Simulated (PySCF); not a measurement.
Molecule: `F`, FH.

Bonds (- single, = double, # triple, : aromatic): none between heavy atoms. F1 carries H2.

Geometry PBE0-D3(BJ)/def2-SVP throughout; GIAO in PySCF 2.14, gas phase, one conformer, non-relativistic; equivalent atoms averaged; functional PBE0.

(1) How do the absolute shieldings σ depend on the basis set? (ppm; last column core-seconds on shared hosts with different chips, so compare them loosely)

(2) Which nucleus moves most, in ppm?

(3) Taking the largest basis, pcSseg-3 (105 functions), as the yardstick, rank the others by their worst heavy-atom deviation.

Answers

(1) 
```csv
basis set,functions,F1,H2,core-s
STO-3G,6,387.0,35.98,0.44
6-31G,11,401.7,31.42,0.65
pcSseg-0,11,416.0,31.15,0.4
6-31G*,16,410.8,30.32,0.75
def2-SVP,19,421.2,30.09,0.85
cc-pVDZ,19,418.0,30.46,0.4
pcSseg-1,22,410.5,29.25,0.51
aug-cc-pVDZ,32,417.8,30.21,0.5
"6-311+G(2d,p)",33,411.6,30.08,1.1
def2-TZVP,37,412.3,29.91,1.1
cc-pVTZ,44,412.2,29.48,0.6
IGLO-III,45,410.8,29.67,0.5
pcSseg-2,50,410.9,29.19,0.37
pcSseg-3,105,410.9,29.09,1.4
```

(2) F1 (fluorine bonded to H): from 387.0 ppm with STO-3G to 421.2 ppm with def2-SVP. The smallest spread is 6.89 ppm, at H2.

(3) pcSseg-2 0.0 ppm (50 functions), 6-31G* 0.0 ppm (16 functions), IGLO-III 0.1 ppm (45 functions), pcSseg-1 0.4 ppm (22 functions), 6-311+G(2d,p) 0.7 ppm (33 functions), cc-pVTZ 1.4 ppm (44 functions), def2-TZVP 1.4 ppm (37 functions), pcSseg-0 5.1 ppm (11 functions), aug-cc-pVDZ 6.9 ppm (32 functions), cc-pVDZ 7.1 ppm (19 functions), 6-31G 9.2 ppm (11 functions), def2-SVP 10.3 ppm (19 functions), STO-3G 23.8 ppm (6 functions).

A small basis that lands close on one nucleus may do so by chance; judge by the trend and by all nuclei.
